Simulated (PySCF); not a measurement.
These 2 structures share the formula C3H5NO2. Computed with PBE0-D3(BJ)/def2-SVP geometry optimisation, gas phase in PySCF. One conformer each; no zero-point energy, no entropy. No frequencies were run at this level. Point groups hold within 0.08 Å.

Question: Rank from lowest to highest electronic energy at this level (kJ/mol).
A. `[NH2:1][C:2](=[O:3])[CH2:4][CH:5]=[O:6]` with H–N1–C2–O3 -169° and -6°, N1–C2–C4–C5 -28°, C2–C4–C5–O6 22°
B. `[CH3:1][C:2](=[O:3])[C:4]([NH2:5])=[O:6]` with C1–C2–C4–N5 180°, C2–C4–N5–H 0° and 180° (pyruvamide)

Answer: B (0.0), A (21.9).

| SMILES | E (Eh) | E rel (kJ/mol) | dipole (D) | point group | A, B, C (MHz) |
| --- | --- | --- | --- | --- | --- |
| CC(=O)C(N)=O | -321.95600 | 0.0 | 1.24 | Cs | 5461, 3585, 2193 |
| NC(=O)CC=O | -321.94766 | 21.9 | 2.18 | C1 | 7802, 2623, 2021 |

How do the relative energies change in single points at PBE0/pcSseg-1 (no added dispersion term) on the same geometries?

```tsv
SMILES	PBE0-D3(BJ)/def2-SVP (kJ/mol)	PBE0/pcSseg-1 (kJ/mol)	shift
CC(=O)C(N)=O	0.0	0.0	0.0
NC(=O)CC=O	21.9	22.5	+0.6
```

Each column counts from its own lowest isomer. The order is unchanged; the largest shift is 0.6 kJ/mol.
